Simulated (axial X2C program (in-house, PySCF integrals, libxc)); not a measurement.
**Working with the constants of MgS⁺**

A bond curve at the PBE0 level, 2c, was computed with an axial X2C code built on PySCF integrals (basis S dyall-av3z [9s8p3d2f], Mg dyall-cv3z [9s8p6d3f] (cores contracted in-house)) for the state Ω = 3/2 (⟨Sz⟩ = 0.50, ⟨Lz⟩ = 1.00 at PBE0). Its fit gives Re = 2.2380 Å, ωe = 481.2 cm⁻¹, ωexe = 2.13 cm⁻¹ and αe = 1.517e-03 cm⁻¹; the masses are 31.9721 and 23.9850 u. Two-component means X2C with spin–orbit coupling and atomic mean-field Coulomb and Gaunt terms.

Find the reduced mass, Be and the force constant.

From the PBE0 values: μ = 13.7043 u. Be = 16.8576/(μ Re²) = 0.2456 cm⁻¹. k = 5.8918×10⁻⁷ μ ωe² = 1.87 mdyn/Å.

A Morse curve ties αe to the other constants (Pekeris). How well does that hold?

αe(Morse) = 6Be²/ωe × (√(ωexe/Be) − 1) = 1.463e-03 cm⁻¹; the PBE0 curve gives 1.517e-03 cm⁻¹, a ratio of 0.96.

Where do the fundamental and the first overtone lie?

ν(1←0) = ωe − 2ωexe = 476.9 cm⁻¹; ν(2←0) = 2ωe − 6ωexe = 949.6 cm⁻¹.

Estimate the centrifugal constant by the Kratzer relation.

D = 4Be³/ωe² = 2.56e-07 cm⁻¹.

Estimate De from a Morse curve and compare with the computed well depth of 1.993 eV to S + Mg+.

De(Morse) = ωe²/(4ωexe) = 3.370 eV against 1.993 eV computed, a ratio of 1.69. The extrapolation overshoots: the well softens faster than a Morse curve, or the lowest atomic limit lies below the one to which the curve heads.

Occupations by symmetry block were frozen at the best pattern of an incomplete PBE0 search. De is counted from the lowest determinant-based energies of the atoms at the same level, without counterpoise correction. Density functionals use the spin component along the axis (collinear). In 2c an atomic determinant is not the ground J level, so De misses part of the atomic spin–orbit lowering. This holds for PBE0. Without a current term, density functionals place determinants with orbital angular momentum somewhat too high.
